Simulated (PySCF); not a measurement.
Fill in the blanks.

C4H5O2 (charge -1).
Numbering: `[CH2:1]=[CH:2][CH2:3][C:4](=[O:5])[O-:6]` (hydrogens: H7, H8 on C1; H9 on C2; H10, H11 on C3)

Conformer (atom-mapped SMILES and torsion angles): `[CH2:1]=[CH:2][CH2:3][C:4](=[O:5])[O-:6]`: C1–C2–C3–C4 -133°, C2–C3–C4–O5 144°.

```csv
property,level,value
point group,PBE0-D3(BJ)/def2-SVP,?
"rotational constants A, B, C",PBE0-D3(BJ)/def2-SVP,"8.559, 2.151, 1.854 GHz"
HOMO energy,PBE0/pcSseg-1,-1.21 eV
LUMO energy,PBE0/pcSseg-1,?
13C chemical shifts (computed TMS as zero) by class,GIAO PBE0/pcSseg-1,?
1H chemical shifts (computed TMS as zero) by class,GIAO PBE0/pcSseg-1,?
"isotropic shieldings of nuclei other than C and H, by class",GIAO PBE0/pcSseg-1,?
largest of the computed one-bond spin–spin couplings (means over like bonds),"B3LYP/pcJ-1, spin–dipole term left out","13C–1H +161.2 (C1–H7), 13C–1H +159.3 (C2–H9), 13C–1H +159.1 (C1–H8), 13C–1H +130.4 (C3–H10 and 1 like it), 13C–13C +76.1 (C1–C2), 13C–13C +46.0 (C2–C3), 13C–13C +39.9 (C3–C4), 17O–13C +30.6 (O6–C4) Hz"
```

Gas-phase values; electronic properties from PySCF, density fitting. Isolated species at its PBE0-D3(BJ)/def2-SVP geometry (one conformer only). NMR classes are plain means over equivalent atoms (diastereotopic ones count apart unless rotation or inversion swaps them), as if these changed places fast; in this geometry the members of some classes differ. No diffuse functions stand in pcJ-1 and pcSseg-1, which bears on an anion's orbital energies.

**Question.** The isotropic shieldings of nuclei other than C and H, by class?

**Answer.** -22 (O5), 1 (O6) ppm.

**Question.** Give the 13C chemical shifts (computed TMS as zero) by class.

**Answer.** 166.2 (C4), 162.2 (C2), 101.9 (C1), 52.0 (C3) ppm.

**Question.** The LUMO energy?

**Answer.** 4.43 eV.

**Question.** The point group?

**Answer.** C1.

**Question.** The 1H chemical shifts (computed TMS as zero) by class?

**Answer.** 6.99 (H9), 4.34 (H8), 4.25 (H7), 2.39 (H10/H11) ppm.

The rotational constants make it an asymmetric top with κ = (2B − A − C)/(A − C) = -0.91, nearer the prolate limit (−1). With B = h/(8π²I), that is 505.379 GHz u Å² over I, the principal moments of inertia are 59.0, 235.0 and 272.5 u Å² (most abundant isotopes); the inertial defect Ic − Ia − Ib is -21.5 u Å² (zero for a rigid planar frame, negative otherwise).
